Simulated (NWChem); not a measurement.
System: S, triplet

Here is an NWChem input.

```
start job
memory heap 200 mb stack 900 mb global 1100 mb
geometry units angstroms noautoz
  S      0.000000     0.000000     0.000000
end
basis spherical
  * library sto-3g
end
dft
  odft
  mult 3
  xc b3lyp
  iterations 150
  mulliken
end
task dft gradient
```

Parts of the log:

```
             Northwest Computational Chemistry Package (NWChem) 7.3.0
             --------------------------------------------------------

                             Geometry "geometry" -> ""
                             -------------------------

 Output coordinates in angstroms (scale by  1.889725989 to convert to a.u.)

  No.       Tag          Charge          X              Y              Z
 ---- ---------------- ---------- -------------- -------------- --------------
    1 S                   16.0000     0.00000000     0.00000000     0.00000000

 Effective nuclear repulsion energy (a.u.)       0.0000000000

                                 NWChem DFT Module
                                 -----------------

 Summary of "ao basis" -> "ao basis" (spherical)
 ------------------------------------------------------------------------------
       Tag                 Description            Shells   Functions and Types
 ---------------- ------------------------------  ------  ---------------------
 S                           sto-3g                  5        9   3s2p

            General Information
            -------------------
          SCF calculation type: DFT
          Wavefunction type:  spin polarized.
          No. of atoms     :     1
          No. of electrons :    16
           Alpha electrons :     9
            Beta electrons :     7
          Charge           :     0
          Spin multiplicity:     3
          Use of symmetry is: off; symmetry adaption is: off
          Maximum number of iterations: 150
          AO basis - number of functions:     9
                     number of shells:     5
          Convergence on energy requested:  1.00D-06
          Convergence on density requested:  1.00D-05
          Convergence on gradient requested:  5.00D-04

              XC Information
              --------------
                         B3LYP Method XC Potential
                     Hartree-Fock (Exact) Exchange  0.200
                        Slater Exchange Functional  0.800 local
                    Becke 1988 Exchange Functional  0.720 non-local
              Lee-Yang-Parr Correlation Functional  0.810
                  VWN I RPA Correlation Functional  0.190 local

             Grid Information
             ----------------
          Grid used for XC integration:  medium
          Radial quadrature: Mura-Knowles
          Angular quadrature: Lebedev.
          Tag              B.-S. Rad. Rad. Pts. Rad. Cut. Ang. Pts.
          ---              ---------- --------- --------- ---------
          S                   1.00       88           4.0       590
          Grid pruning is: on
          Number of quadrature shells:    88
          Spatial weights used:  Erf1

      Superposition of Atomic Density Guess
      -------------------------------------

 Sum of atomic energies:        -393.11214957

      Non-variational initial energy
      ------------------------------

 Total energy =    -392.767593
 1-e energy   =    -548.074849
 2-e energy   =     155.307256
 HOMO         =      -0.106325
 LUMO         =      -0.106325

     ---------------------------------------------
      Total Density - Mulliken Population Analysis
     ---------------------------------------------

    Atom       Charge   Shell Charges
 -----------   ------   -------------------------------------------------------
    1 S   16    16.00   2.00  2.00  5.97  2.00  4.03

     --------------------------------------------
      Spin Density - Mulliken Population Analysis
     --------------------------------------------

    Atom       Charge   Shell Charges
 -----------   ------   -------------------------------------------------------
    1 S   16     2.00   0.00  0.00  0.03  0.00  1.97

   convergence    iter        energy       DeltaE   RMS-Dens  Diis-err
 ---------------- ----- ----------------- --------- --------- ---------
 d= 0,ls=0.0,diis     1   -393.6719252151 -3.94D+02  4.08D-16  3.13D-28
                                                     2.00D-03  8.04D-03
 d= 0,ls=0.5,diis     2   -393.6726605630 -7.35D-04  1.69D-16  3.13D-27
                                                     4.85D-07  5.66D-10
 d= 0,ls=0.5,diis     3   -393.6726614019 -8.39D-07  1.90D-16  4.37D-27
                                                     3.56D-08  3.07D-12

         Total DFT energy =     -393.672661401944
      One electron energy =     -548.013092627028
           Coulomb energy =      180.196734982416
    Exchange-Corr. energy =      -25.856303757332
 Nuclear repulsion energy =        0.000000000000

 Numeric. integr. density =       15.999999892305

                    DFT Final Alpha Molecular Orbital Analysis
                    ------------------------------------------

 Vector    7  Occ=1.000000D+00  E=-1.692961D-01
              MO Center=  4.4D-15, -5.6D-15,  9.6D-15, r^2= 9.7D-01
   Bfn.  Coefficient  Atom+Function         Bfn.  Coefficient  Atom+Function
  ----- ------------  ---------------      ----- ------------  ---------------
     9      0.826432  1 S  pz                 8     -0.487471  1 S  py
     7      0.382839  1 S  px                 5     -0.260023  1 S  pz
     4      0.153375  1 S  py                 3     -0.120454  1 S  px

 Vector    8  Occ=1.000000D+00  E=-1.692961D-01
              MO Center= -2.5D-15,  6.4D-15,  4.9D-15, r^2= 9.7D-01
   Bfn.  Coefficient  Atom+Function         Bfn.  Coefficient  Atom+Function
  ----- ------------  ---------------      ----- ------------  ---------------
     8      0.781261  1 S  py                 9      0.602609  1 S  pz
     7     -0.306064  1 S  px                 4     -0.245811  1 S  py
     5     -0.189601  1 S  pz                 3      0.096298  1 S  px

[...]

                         DFT ENERGY GRADIENTS

    atom               coordinates                        gradient
                 x          y          z           x          y          z
   1 S       0.000000   0.000000   0.000000    0.000000   0.000000   0.000000
```

Level: B3LYP/STO-3G, spin-unrestricted. The open p shell is one determinant without spherical averaging. No stability test was run on the SCF state. B3LYP is NWChem's, with the RPA form of VWN correlation.
